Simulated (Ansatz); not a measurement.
System: hcp Tl. Method: PBE (Ansatz, an electronic-structure program, plane waves, PAW).

Run with plane-wave cutoff 520 eV, 18×18×10 k mesh (along the axes of the cell as run), Fermi–Dirac smearing 0.05 eV, scalar-relativistic PAW data made under PBE.

Cell (relaxed at this level):

Space group P6₃/mmc (No. 194); a = 3.5847 Å, b = 3.5847 Å, c = 5.6465 Å, α = 90.00°, β = 90.00°, γ = 120.00°

| atom | site | symmetry | x | y | z |
|---|---|---|---|---|---|
| Tl | 2c | -6m2 | 0.3333 | 0.6667 | 0.2500 |

**Question.** What does this level give for the bulk modulus B0 and pressure derivative B′ of the bulk modulus?

**Answer.** 
- bulk modulus B0: 26.2 GPa
- pressure derivative B′ of the bulk modulus: 5.5

The run finds no gap.

Measured, for comparison: bulk modulus 37.4 GPa (copied from a table, unchecked, extrapolated to 0 K and zero-point effects removed; as tabulated in Lejaeghere et al. (2013), arXiv:1204.2733). Computed (rounded) less measured: bulk modulus not scored (unchecked).

Note: the cell is over a tenth larger than the published one: the level's own overestimate first of all, though another phase or state, or a fault of the published cell, is possible; the bulk modulus comes from volumes at which shape and atoms were relaxed.

Spin–orbit coupling is not included; it can shift volumes and moduli of such heavy elements.

Static lattice: no zero-point or thermal effects.
